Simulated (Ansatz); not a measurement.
## What a trial cell of Ca₂Ta relaxes into

Computed with DFT PBE, scalar-relativistic, plane waves, PAW in Ansatz. Cutoff 420 eV, Γ-centred k mesh, Gaussian smearing, no spin polarisation in the final step.

The start puts Ca₂Ta on the cubic Laves (C15) structure type (Fd-3m, No. 227), with Ta in place of Mg, Ca in place of Cu, at a guessed volume.

```yaml
crystal:
  lattice:
    - [0.00000, 4.19351, 4.19351]
    - [4.19351, 0.00000, 4.19351]
    - [4.19351, 4.19351, 0.00000]
  atoms:
    - { symbol: Ca, position: [0.62500, 0.62500, 0.62500] }
    - { symbol: Ca, position: [0.12500, 0.62500, 0.62500] }
    - { symbol: Ca, position: [0.62500, 0.62500, 0.12500] }
    - { symbol: Ca, position: [0.62500, 0.12500, 0.62500] }
    - { symbol: Ta, position: [0.00000, 0.00000, 0.00000] }
    - { symbol: Ta, position: [0.25000, 0.25000, 0.25000] }
```

Cell and atoms relax at zero pressure; the relaxation can't lower the symmetry of the start. After a coarse first stage the cell is made exact in the group found at 0.06 Å.

The zero of energy is the elements' standard structures at the same level; no fitted shifts are applied.

(1) Describe the relaxed structure.

(2) What are its volume, energy, density and gap?

Results:

(1) It keeps Fd-3m (No. 227). The result has the cubic Laves (C15) structure. Conventional cell: a = 8.698 Å. Ca has 6 Ca at 3.08 Å and 6 Ta at 3.61 Å; Ta has 12 Ca at 3.61 Å and 4 Ta at 3.77 Å.

```
Ca Ta
1.0
     0.00000    4.34907    4.34907
     4.34907    0.00000    4.34907
     4.34907    4.34907    0.00000
Ca Ta
4 2
Direct
  0.62500 0.62500 0.62500
  0.12500 0.62500 0.62500
  0.62500 0.62500 0.12500
  0.62500 0.12500 0.62500
  0.00000 0.00000 0.00000
  0.25000 0.25000 0.25000
```

(2) The volume per atom is 27.42 Å³ and the density is 5.27 g/cm³. The energy over the elements is 1.43 eV/atom. The gap on the 8×8×8 mesh is 0 eV (a metal).

The final run used a 8×8×8 mesh on its 6-atom cell and 0.10 eV smearing. The k mesh leaves about 4 meV/atom of noise in metals. Spin–orbit coupling is left out. A structure relaxed within its symmetry needn't be a true minimum. The steps took about 50 core-seconds in all.

Cost: 3 runs of about 0.8 core-minutes in all, on Arm Neoverse V1 (shared hosts).